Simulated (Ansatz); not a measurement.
For 1T (CdI2-type) TiTe2, PBEsol in Ansatz (PAW) gives:

```
Property                        Value
---------------------  --------------
lattice constant a            3.696 Å
c axis length                 6.444 Å
enthalpy of formation  -0.721 eV/atom
```

Task: What does r²SCAN+rVV10 (PAW; Ansatz, a quantum-chemistry and plane-wave program) give for the same quantities?

Result: 
- lattice constant a: 3.785 Å (increases by 2.4 %)
- lattice parameter c: 6.591 Å (rises by 2.3 %)
- formation enthalpy: -0.837 eV/atom (moves by -0.116 eV/atom)

Changes are worked out from the printed values.

Unless a cell is named, each level is at its own relaxed cell (PBEsol 25.41, r²SCAN+rVV10 27.26 Å³/atom).

Levels without +SOC leave out spin–orbit coupling, which shifts energies and cells of such heavy elements.

Caveats: the cell comes from a level without a dispersion term, which matters for the spacing of layers, chains or molecules (PBEsol). Ansatz's density-functional and Hartree–Fock values are scalar-relativistic unless marked +SOC, with PAW data made under PBE.
